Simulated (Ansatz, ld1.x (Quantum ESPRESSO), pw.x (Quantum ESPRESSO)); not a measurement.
## From atom to crystal: TM potential for rhenium (Re)

ld1.x (Quantum ESPRESSO) 7.5 input, shortened:

```
&input
   title='Re', zed=75., rel=1, dft='PW', iswitch=3,
   config='[Xe] 4f14 5d5 6s2 6p0'
 /
 &inputp
   pseudotype=2, tm=.true., lloc=0,
   nlcc=.true., rcore=1.26
 /
3
6P  2  1   0.00   0.00  3.15  3.15  0.0
5D  3  2   5.00   0.00  1.40  1.40  0.0
6S  1  0   2.00   0.00  2.25  2.25  0.0
 &test
   configts(1)='5d5 6s2 6p0'
 /
```

Crystal test: fcc Re in pw.x 7.5, no spin, 15³ k-points, Fermi–Dirac smearing 0.01 Ry, cutoffs 70/280 Ry. The reference is all-electron LAPW (Ansatz 0.2.0) with the same functional, mesh and smearing; V0 and B0 come from Birch–Murnaghan fits to the pressures at five volumes. Errors are pseudo minus all-electron; Δ is the rms difference of the E(V) curves that follow from these fits, minima aligned, over ±6 % about the mean V0. Mesh and smearing are coarse, so the numbers serve the comparison and aren't converged zero-temperature values; the lattice is a test structure that the element need not adopt.

All-electron: a0 = 3.862 Å (V0 = 14.40 Å³/atom), B0 = 399.9 GPa.

Q: How far does the potential miss the all-electron equation of state?

A: mean pressure error (GPa): +11.02; a0 (Å): 3.895; a0 error (%): +0.86; B0 error (%): -1.1; Δ (meV/atom): 32.9. The largest radius (3.15 bohr) exceeds half the bond length (2.58 bohr), so the spheres overlap, which is one possible source of error among others. This is a poor potential for the solid.

| V (Å³/atom) | P all-electron (GPa) | P pseudo (GPa) |
| --- | --- | --- |
| 13.650 | 23.89 | 37.25 |
| 14.009 | 11.55 | 23.59 |
| 14.368 | 0.76 | 11.63 |
| 14.727 | -8.68 | 1.17 |
| 15.086 | -16.93 | -7.97 |

Q: At the middle volume, how do free energy and pressure move when the wave cutoff is lowered (ecutrho kept at four times it)?

A:

| cutoff (Ry) | shift of F (meV/atom) | shift of P (GPa) |
| --- | --- | --- |
| 32 | +72.4 | -4.74 |
| 42 | +30.5 | +0.06 |
| 56 | +9.8 | -0.49 |

The run at the middle volume (120 k-points, 7 iterations) took about 18 s on one core of a shared host (Intel(R) Xeon(R) Platinum 8488C, 192 threads, 744 GiB, load 96).
